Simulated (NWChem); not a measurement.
LiF; SMILES [F][Li]

Results from NWChem. The geometry was optimised at PBE0-D3(BJ)/def2-TZVP. B3LYP is NWChem's, with the RPA form of VWN correlation. Core excitations by TDA in a window of 1s orbitals, non-relativistic and unshifted: absolute energies depend strongly on the exact-exchange share.

Q: Estimate the computed values for F K edge, B3LYP/cc-pVTZ. Quantities: first 1s excitation (eV); dipole oscillator strength of the first; first state with f > 0.002 (eV); dipole oscillator strength of that state.

A: 
```yaml
first 1s excitation (eV): 664.9
dipole_oscillator_strength_of_the_first: 0.0003
first state with f > 0.002 (eV): 666.5
dipole_oscillator_strength_of_that_state: 0.0040
```
